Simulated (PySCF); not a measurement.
## Basis-set dependence of excited states

Methylketene, C₃H₄O.
Numbering: `[CH3:1][CH:2]=[C:3]=[O:4]` (hydrogens: H5, H6, H7 on C1; H8 on C2)

TDDFT with PBE0 (PySCF), vertical singlets, core orbitals frozen in the response, spherical d and f functions. Isolated species at its PBE0-D3(BJ)/def2-SVP geometry, gas phase.

Compare 6-31+G*, aug-cc-pVDZ, def2-TZVPD and aug-cc-pVTZ for this molecule.

| basis | functions | diffuse | S1 (eV) | S2 (eV) | S3 (eV) | S4 (eV) | S5 (eV) | LUMO (eV) | α (au) |
| --- | --- | --- | --- | --- | --- | --- | --- | --- | --- |
| 6-31+G* | 80 | yes | 3.55 | 5.65 | 6.49 | 6.67 | 7.08 | -0.92 | 37.1 |
| aug-cc-pVDZ | 128 | yes | 3.56 | 5.43 | 6.07 | 6.30 | 6.46 | -0.95 | 41.1 |
| def2-TZVPD | 187 | yes | 3.58 | 5.64 | 6.47 | 6.71 | 7.39 | -0.93 | 41.2 |
| aug-cc-pVTZ | 276 | yes | 3.58 | 5.45 | 6.07 | 6.27 | 6.41 | -0.95 | 41.4 |

Against aug-cc-pVTZ the other sets differ by up to 0.03 eV in S1, 0.21 eV in S2, 0.42 eV in S3, 0.44 eV in S4, 0.98 eV in S5. Against aug-cc-pVTZ the polarisability deviates by -10% in 6-31+G*, -1% in aug-cc-pVDZ, 0% in def2-TZVPD. A single + in a Pople set puts diffuse functions on heavy atoms only.
